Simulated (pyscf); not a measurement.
## Concerted two-bond exchange: H₃C–O–SiH₃ → cyclic CH₄OSi (SMILES C1O[SiH2]1) + hydrogen (H₂)

Gas phase, singlet surface, charge 0. Bonds broken: C1–H4, Si3–H7. Bonds formed: C1–Si3, H4–H7. Structures and frequencies: ωB97X-D3(BJ)/def2-SVP in PySCF.

Transition state (Å):

```xyz
9

C     -0.9561     1.1053     0.4102
O     -1.3017     1.0628    -1.0323
Si    -0.3147    -0.2626    -0.8426
H     -0.2820    -0.3520     0.7995
H     -1.8618     1.0591     1.0354
H     -0.3407     1.9825     0.6687
H      0.0907    -1.2810     0.5843
H     -0.9464    -1.4409    -1.4923
H      1.1202    -0.0496    -1.1297
```

One imaginary mode, 1617i cm⁻¹; descent along it reached the two sides named.

```tsv
bond	change	reactant side (Å)	saddle	product side
C1–H4	breaks	1.107	1.652	3.6
Si3–H7	breaks	1.496	1.799	3.2
C1–Si3	forms	2.7	1.963	1.818
H4–H7	forms	3.0	1.024	0.761
```

Electronic energies relative to the reactant's lowest minimum found (kcal/mol):

```csv
level,barrier,reaction energy,reverse barrier
ωB97X-D3(BJ)/def2-TZVP,89.0,+49.4,39.6
PBE/def2-TZVP,77.9,+43.4,34.5
r²SCAN/def2-TZVP,82.1,+46.2,35.9
B3LYP-D3(BJ)/def2-TZVP,88.1,+49.0,39.1
PBE0-D3(BJ)/def2-TZVP,83.8,+48.5,35.3
M06-2X/def2-TZVP,89.3,+48.1,41.2
ωB97M-D3(BJ)/def2-TZVP,88.0,+48.6,39.4
HF/def2-TZVP,109.8,+57.8,52.0
```

With ωB97M-D3(BJ)/def2-TZVP energies and thermal terms (ideal gas, 1 atm, RRHO with modes under 100 cm⁻¹ raised to 100, one conformer, R ln 2 for chiral ones without a mode under 150 cm⁻¹), in kcal/mol:

```
T (K)   ΔH‡   ΔG‡     ΔH     ΔG
-----  ----  ----  -----  -----
298    83.6  84.7  +43.3  +36.3
600    83.5  85.9  +44.2  +28.8
900    83.4  87.2  +44.4  +21.1
1200   83.3  88.4  +44.1  +13.4
```

At the saddle there is also a short H–Si contact that neither side keeps. The same reactants have a lower exit, to H₂C=O + SiH₄ (barrier +77.4 kcal/mol at ωB97M-D3(BJ)/def2-TZVP, against +88.0 kcal/mol here). H₃C–O–SiH₃ lies 23.7 kcal/mol over its isomer H₃C–SiH₂–OH (electronic energy, ωB97M-D3(BJ)/def2-TZVP). This is the saddle that the search found; another between the same sides may lie lower.
